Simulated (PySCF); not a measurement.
tetrafluoroethylene (C2F4), SMILES FC(F)=C(F)F. Atoms are numbered in the order given.

```xyz
6

F      0.0000     1.1015    -1.3868
C      0.0000     0.0000    -0.6660
F      0.0000    -1.1015    -1.3868
C      0.0000     0.0000     0.6660
F      0.0000    -1.1015     1.3868
F      0.0000     1.1015     1.3868
```
Charge 0, spin multiplicity 1.

Coordinates come from a B3LYP-D3(BJ)/def2-SVP optimisation.

Computed with TDDFT-B3LYP/def2-SVPD run with PySCF 2.14.0.

Vertical excitations. Gas-phase values at a fixed geometry. State labels are in the subgroup D2h.

```csv
state,symmetry,energy (eV),λ (nm),f,main pairs
S1,B3u,6.50,191,0.013,HOMO→LUMO 100 %
S2,B1g,6.89,180,0.000,HOMO→LUMO+2 97 %
S3,B2g,7.57,164,0.000,HOMO→LUMO+3 99 %
S4,B1u,8.20,151,0.400,HOMO→LUMO+1 98 %
S5,Ag,9.04,137,0.000,HOMO→LUMO+4 100 %
S6,B1g,9.45,131,0.000,HOMO→LUMO+5 97 %
S7,Au,9.83,126,0.000,HOMO→LUMO+6 100 %
S8,B3u,9.88,126,0.046,HOMO→LUMO+7 99 %
S9,B3u,10.20,122,0.022,HOMO→LUMO+8 100 %
S10,B2g,10.30,120,0.000,HOMO→LUMO+10 98 %
T1,B1u,4.63,268,0,HOMO→LUMO+1 99 %
T2,B3u,6.21,200,0,HOMO→LUMO 98 %
T3,B1g,6.37,195,0,HOMO→LUMO+2 94 %
T4,B2g,7.17,173,0,HOMO→LUMO+3 92 %
```
Triplets are in the Tamm–Dancoff approximation, which puts them higher than full response would, so one can lie above its singlet here.
